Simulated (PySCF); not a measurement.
Simulated N 1s region for `N#C[C@H]1C=N1`, binding energy against the vacuum level.

Every computed line was given a Gaussian of 0.5 eV full width at half maximum and an area set by the number of equivalent atoms; the highest printed point is 100. Method: delta-SCF UKS SCAN, pcX-2 on the ionised atom, pcseg-1 elsewhere, spin-free X2C in PySCF 2.14.0.

binding energy (eV), intensity and a bar:
```
    404.7          1 
    404.8          3 #
    404.9          9 ###
    405.0         24 #######
    405.1         47 ##############
    405.2         75 ######################
    405.3         96 #############################
    405.4         98 ##############################
    405.5         81 ########################
    405.6         53 ################
    405.7         28 ########
    405.8         12 ###
    405.9          5 #
    406.0          3 #
    406.1          7 ##
    406.2         19 ######
    406.3         40 ############
    406.4         67 ####################
    406.5         92 ############################
    406.6        100 ##############################
    406.7         87 ##########################
    406.8         61 ##################
    406.9         34 ##########
    407.0         15 #####
    407.1          6 ##
    407.2          2 
    407.3          0
```

Q: Count the maxima, the lines and the sites behind this envelope.

A: The curve has 2 maxima (at 405.4 and 406.6 eV). Under it lie 2 lines from 2 inequivalent nitrogen sites.

Q: Decompose the envelope and assign each component. Numbering: `[N:1]#[C:2][C@H:3]1[CH:4]=[N:5]1`.

A: 
| position (eV) | relative area | line | atoms | environment |
| --- | --- | --- | --- | --- |
| 405.36 | 1 | N 1s | N1 | nitrile nitrogen |
| 406.59 | 1 | N 1s | N5 | C=N nitrogen |

Q: Above which line width would these two lines show one maximum?

A: Two equal Gaussians merge once their distance is under 2σ = FWHM/1.177. With 1.23 eV between them that is a full width over 1.45 eV.

Lowest listed N 1s: N1, bonded to C (triple bond). Highest, 1.23 eV above it: N5, bonded to C (double bond) and C. Summing the Pauling electronegativity differences to the bonded atoms, each weighted by its formal bond order, gives -1.47 for the lowest site and -1.47 for the highest; the sum is the same at every site.

The curve has no shake-up lines and no vibrational structure. Geometry: PBE0-D3(BJ)/def2-SVP; no solvent, vibrations or thermal averaging.

Time: 17 s wall. Hardware: one thread of an Arm Neoverse V2, on a shared host.
